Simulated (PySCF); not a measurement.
How the method moves the adiabatic energies of losing or gaining an electron of 3,3,3-trifluoroprop-1-yne

Structure: `C#CC(F)(F)F` (C3HF3).

All levels share the PBE0-D3(BJ)/def2-SVP structures and the PBE0-D3(BJ)/def2-SVP thermal terms; only the single-point energies (PySCF) change. Values are adiabatic energies of losing or gaining an electron (0 K, eV).

Measured (NIST Chemistry WebBook): adiabatic ionisation energy 11.89 eV.

| level | ionisation energy to the radical cation | time |
| --- | --- | --- |
| M06-L/ma-def2-TZVP (grid 3) | 11.34 | 120 s |
| ωB97X-D3(BJ)/aug-cc-pVDZ (grid 3) | 11.70 | 26 s |
| ωB97X-D3(BJ)/ma-def2-TZVP | 11.72 | – |

Times are wall times for all single points of a level on 1 thread of Arm Neoverse V2, a shared host; the dash marks the run that also made the structures. M06-L ran on a slower path of this set-up, which computes the density-fitting integrals anew in every SCF cycle while the other levels store them. So the times needn't show the usual order of cost, and those levels read slower than they are.

The spread: 0.38 eV, from 11.34 to 11.72.
